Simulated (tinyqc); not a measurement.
RKS/PBE0 in the sto-3g basis, for H2F+, spin multiplicity 1, step by step. One step of it, computed by the program tinyqc.

Problem. Orthogonalisation. S = U s U^T; symmetric (Loewdin) form X = U s^(-1/2) U^T, so that X^T S X = 1.

overlap S, lower triangle:
```
,1F 1s,1F 2s,1F 2px,1F 2py,1F 2pz,2H 1s,3H 1s
1F 1s,1.000000
1F 2s,0.237990,1.000000
1F 2px,0.000000,0.000000,1.000000
1F 2py,0.000000,0.000000,0.000000,1.000000
1F 2pz,0.000000,0.000000,0.000000,0.000000,1.000000
2H 1s,0.042907,0.409809,0.000000,0.255993,0.205264,1.000000
3H 1s,0.042907,0.409809,0.000000,-0.255993,0.205264,0.248084,1.000000
```

Give: eigenvalues of S; X.

Solution.

eigenvalues of S: 0.4340  0.4933  0.8931  1.0000  1.0955  1.2586  1.8255

X, lower triangle:
```
,1F 1s,1F 2s,1F 2px,1F 2py,1F 2pz,2H 1s,3H 1s
1F 1s,1.0239
1F 2s,-0.1381,1.1698
1F 2px,0.0000,0.0000,1.0000
1F 2py,0.0000,0.0000,0.0000,1.0713
1F 2pz,-0.0072,0.0723,0.0000,0.0000,1.0354
2H 1s,0.0185,-0.2282,0.0000,-0.1781,-0.1122,1.1433
3H 1s,0.0185,-0.2282,0.0000,0.1781,-0.1122,-0.1006,1.1433
```
